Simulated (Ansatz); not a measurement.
A nudged elastic band was laid between two geometries of BH8NSi (11 atoms, charge 0, multiplicity 1).

Level of theory: RHF/cc-pVDZ in Ansatz.

```
movable images  : 9
climbing image  : yes
spring          : 5.0 eV/Å²
optimiser       : quadratic models (default)
start path      : through a guess of the saddle point
force threshold : 0.03 eV/Å
iteration limit : 60
end points      : relaxed
```

Image 0:

```xyz
11
Properties=species:S:1:pos:R:3
B 0.140 -0.297 0.015
H 0.397 0.692 0.679
H 1.110 -0.752 -0.573
H -0.850 -0.184 -0.687
N -0.269 -1.491 1.163
H -0.719 -2.248 0.669
Si 1.187 -2.087 2.070
H 1.941 -2.951 1.141
H 1.952 -0.913 2.526
H 0.709 -2.878 3.233
H -0.973 -1.104 1.773
```

Image 10:

```xyz
11
Properties=species:S:1:pos:R:3
B 0.470 -0.969 -0.371
H -1.759 1.755 2.103
H 1.440 -0.261 -0.331
H -0.391 -0.779 -1.188
N 0.342 -2.027 0.543
H -0.492 -2.581 0.458
Si 1.459 -2.504 1.821
H 1.879 -3.918 1.635
H 2.636 -1.607 1.766
H 0.799 -2.401 3.150
H -1.758 1.078 2.420
```

(1) Which bonds break or form, and what moves?

(2) Give the energies along the band, and the barrier.

(3) What is the geometry of the highest image?

The band took 31 iterations and about 7 core-minutes.

## Answers

(1) Bonds broken: B1–H2, N5–H11. Bonds formed: H2–H11. BH8NSi becomes BH6NSi + H2.

(2) It converged. The highest image is number 6 of 0 to 10, 1.91 eV above the first end and 2.23 eV above the last; the last end lies 0.32 eV below the first. The profile has 2 maxima (images 1, 6) with wells between them (image 3): this band takes more than one step, which may be the mechanism or a detour left from its start path. Neighbouring images differ by up to 2.0 eV, so the band resolves the path poorly. A vibrational analysis at the climbing image gives one clearly imaginary mode, 1825i cm⁻¹: a first-order saddle point. The orbitals stay closed-shell, which can raise the energy where a bond breaks towards radicals; this wasn't checked here.

| image | path coordinate (Å) | energy (eV) | B1–H2 (Å) | N5–H11 (Å) | H2–H11 (Å) |
| --- | --- | --- | --- | --- | --- |
| 0 | 0.00 | 0.00 | 1.22 | 1.01 | 2.51 |
| 1 | 1.14 | 0.04 | 1.22 | 1.01 | 2.55 |
| 2 | 2.28 | 0.03 | 1.22 | 1.01 | 2.62 |
| 3 | 3.42 | 0.00 | 1.22 | 1.01 | 2.62 |
| 4 | 4.56 | 0.00 | 1.22 | 1.01 | 2.46 |
| 5 | 5.70 | 0.05 | 1.22 | 1.01 | 2.26 |
| 6 | 6.84 | 1.91 | 1.38 | 1.35 | 1.00 |
| 7 | 8.19 | -0.14 | 2.54 | 2.57 | 0.75 |
| 8 | 9.55 | -0.30 | 3.68 | 3.55 | 0.75 |
| 9 | 10.91 | -0.32 | 4.21 | 3.54 | 0.75 |
| 10 | 12.26 | -0.32 | 4.30 | 4.19 | 0.75 |

(3) 
```xyz
11
Properties=species:S:1:pos:R:3:forces:R:3
B -0.034 -0.244 0.265 0.00 0.00 0.00
H -1.127 0.150 1.004 0.00 0.00 0.00
H 0.848 0.478 0.646 0.00 0.00 0.00
H -0.403 -0.199 -0.876 0.00 0.00 0.00
N 0.036 -1.724 0.884 0.00 0.00 0.00
H -0.369 -2.421 0.285 0.00 0.00 0.00
Si 1.364 -2.251 1.915 0.00 0.00 0.00
H 1.102 -3.654 2.330 0.00 0.00 0.00
H 2.673 -2.189 1.214 0.00 0.00 0.00
H 1.409 -1.367 3.106 0.00 0.00 0.00
H -0.873 -0.794 1.235 0.00 0.00 0.00
```

Run time: 6.5 min on 1 thread of Arm Neoverse V1 (shared host), peak memory 0.16 GiB.
